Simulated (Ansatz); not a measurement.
## [H···H···NH], triplet in cc-pVDZ: errors against full CI

Geometry: a point of a hydrogen-transfer path between rigid fragments, not a stationary point.

```json
{"atom": "H", "x (Å)": "-1.8429", "y (Å)": "0.0594", "z (Å)": "0.0000"}
{"atom": "H", "x (Å)": "-1.0639", "y (Å)": "0.0594", "z (Å)": "0.0000"}
{"atom": "N", "x (Å)": "0.1771", "y (Å)": "0.0594", "z (Å)": "0.0000"}
{"atom": "H", "x (Å)": "0.4462", "y (Å)": "-0.9448", "z (Å)": "0.0000"}
```

Basis cc-pVDZ; Ansatz 0.2.0. Only valence electrons are correlated (noble-gas cores frozen), which leaves 8 electrons in 28 orbitals. Prefix R: restricted or restricted open-shell reference; prefix U: unrestricted. Active spaces: pair = (4e, 4o) about the gap; valence = (8e, 7o) chosen from the atoms' valence shells.

Full CI is exact within this basis and frozen core; it isn't the basis-set limit. The frozen core follows each run's orbitals, which can shift R against U totals by a few meV.

For open shells CISD and CISDTQ are restricted-active-space CI with the open shells as a complete middle space.

The UHF ⟨S²⟩ is 2.034, the T1 diagnostic (RCCSD) is 0.0303 and the largest doubles amplitude (RCCSD) is 0.035. The T1 diagnostic (UCCSD) is 0.0158.

```tsv
level	E − E(full CI) (mEh)	share of correlation (%)	wall time
RHF	189.66	0.00	–
UHF	176.77	6.80	–
RMP2	30.31	84.02	–
UMP2	30.53	83.90	–
CISD	11.39	94.00	0.48 s
RCCSD	3.91	97.94	–
UCCSD	3.70	98.05	–
RCCSD(T)	0.69	99.63	0.91 s
UCCSD(T)	0.67	99.65	0.91 s
BCCD(T)	0.71	99.63	0.71 s
RCCSDT	0.20	99.89	–
UCCSDT	0.16	99.92	–
CISDTQ	0.22	99.89	2.3 s (H100)
RCCSDT(Q)	0.00	100.00	6 s
UCCSDT(Q)	-0.03	100.02	5 s
RCCSDTQ	-0.01	100.00	11 s (H100)
UCCSDTQ	-0.04	100.02	10 s (H100)
CASSCF (pair space)	165.67	12.65	–
NEVPT2 (pair space)	26.90	85.82	0.3 s
CASSCF (valence space)	134.03	29.33	–
NEVPT2 (valence space)	25.89	86.35	0.6 s
MRCISD (valence space)	5.63	97.03	–
MRCISD+Q (valence space)	0.11	99.94	1.1 s
```

The correlation energy at full CI, counted from RHF, is -5.161 eV. That run took 13 s on 2 threads of AMD EPYC 7R13 with a shared H100 80 GB, shared host over 209,538,700 determinants.

Times hold each run's SCF and search for its determinant on a shared host, so for small cases they say little of a method's own cost; rows without a card ran on 1 thread of AMD EPYC 7R13.

The full-CI state has the irrep A'' of Cs, in the program's axes.

Natural occupations of full CI about the gap: 1.972 1.957 1.955 0.997 0.992 0.032 0.027 0.012 0.008 0.008; effectively unpaired electrons, Σ n²(2−n)², 2.03.
